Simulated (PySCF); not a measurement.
# BCl⁺: one state, many levels of theory

State: ²Σ⁺ (doublet), unpaired electrons σ ↑. Set-up: basis B aug-cc-pVDZ, Cl aug-cc-pV(D+d)Z; no relativity; PySCF 2.14. De refers to B⁺ + Cl in their high-spin ground configurations, without counterpoise correction. The functionals are run spin-unrestricted. A positive dipole points towards Cl; it is taken about the centre of mass and depends on that origin.

```tsv
Level	Re (Å)	ωe (cm⁻¹)	De (eV)	μ (D)
UHF	1.603	1172	2.97	-3.25
UHF-MP2	1.613	1158	3.73	n/a
UHF-SCS-MP2	1.615	1147	3.43	n/a
UHF-CCSD	1.616	1132	2.99	n/a
UHF-CCSD(T)	1.621	1118	3.16	n/a
PBE	1.617	1111	4.43	-2.61
revPBE	1.622	1102	4.20	-2.65
r²SCAN	1.610	1139	4.48	-2.75
B3LYP	1.611	1126	3.97	-2.77
PBE0	1.606	1149	4.18	-2.76
r²SCAN0	1.603	1161	4.22	-2.84
LC-ωPBE	1.596	1182	4.05	-2.80
```

The bond length runs from 1.596 Å (LC-ωPBE) to 1.622 Å (revPBE). De spans 2.97 eV (UHF, mean field) to 4.48 eV (r²SCAN, meta-GGA). Correlation at CCSD(T) changes the Hartree–Fock bond energy by +0.19 eV; the triples alone change it by +0.17 eV.

Correlated steps freeze 6 core orbitals. Correlated levels converge slowly with the basis: in double zeta they bind strong bonds too weakly, by up to about 1 eV, and carry superposition errors of some tenths. For an ion De counts to the pair picked by the measured ionisation energies or electron affinities, which need not be the lowest pair at this level. The state was picked by a PBE0 search and need not be the measured ground state.

The whole job (state search and all levels along the bond) took about 1.9 min on 1 thread of Oxide Virtual Turin-like (shared host), peak memory 0.74 GiB.
